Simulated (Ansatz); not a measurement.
Compare A (`C#COC(C)O`) with its isomer B (`C=COC(C)=O`).

Gas-phase electronic energies from Ansatz, PBE0-D4/def2-TZVP geometries. CCSD(T)/CBS adds triple-zeta CCSD(T) − MP2 to the extrapolated MP2 energy (def2 sets, frozen cores). DFT in def2-TZVPP. B3LYP here is the variant with VWN-RPA as its local correlation; programs differ in this. Each species was taken in one conformer, which may not be the lowest.

A:

```xyz
12

C     0.744    0.609   -2.825
C     0.415    0.051   -1.816
O     0.046   -0.587   -0.753
C    -0.166    0.234    0.427
C    -0.845   -0.664    1.424
O     1.020    0.775    0.870
H     1.046    1.100   -3.717
H    -0.791    1.079    0.126
H    -0.203   -1.518    1.657
H    -1.042   -0.107    2.340
H    -1.786   -1.043    1.025
H     1.563    0.072    1.243
```

B:

Z-matrix (Å, degrees):
```
C
C 1 1.494
H 1 1.092 2 109.8
H 1 1.087 2 109.5 3 -121.2
H 1 1.092 2 109.8 3 117.7
O 2 1.197 1 126.2 3 121.3
O 2 1.359 1 110.1 3 -58.7
C 7 1.372 2 117.9 1 -180.0
C 8 1.321 7 120.2 2 -179.8
H 8 1.082 7 114.6 2 0.2
H 9 1.081 8 119.5 7 -180.0
H 9 1.083 8 121.7 7 -0.0
```

Question: Which isomer does CCSD(T)/CBS put lower? Give the gap. (Estimate.)

Answer: Computed: B, by 197.3 kJ/mol.

Question: Give E(B) − E(A) in kJ/mol with LDA (SPW92), CCSD/def2-TZVPP, B3LYP-D4, HF/def2-TZVPP, CCSD(T)/def2-TZVPP, B3LYP, CCSD(T)/def2-SVP. (Best estimate.)

Answer: Computed: LDA (SPW92) -209.4, CCSD/def2-TZVPP -198.9, B3LYP-D4 -211.1, HF/def2-TZVPP -211.1, CCSD(T)/def2-TZVPP -200.4, B3LYP -211.5, CCSD(T)/def2-SVP -214.1. None reverses the order clearly.

Question: Does the order hold for the free energy at 298.15 K (harmonic terms from PBE0-D4)? (Estimate.)

Answer: Ansatz gave: Yes: G(B) − G(A) = -197.9 kJ/mol, for one conformer each.

Largest T1 diagnostic: 0.014.

At CCSD(T), def2-SVP lies −16.7 kJ/mol from the extrapolated value and def2-TZVPP −3.1 kJ/mol. From BLYP to BHLYP (50 % exact exchange), in def2-TZVPP and without D4, E(B) − E(A) moves by +4.3 kJ/mol.
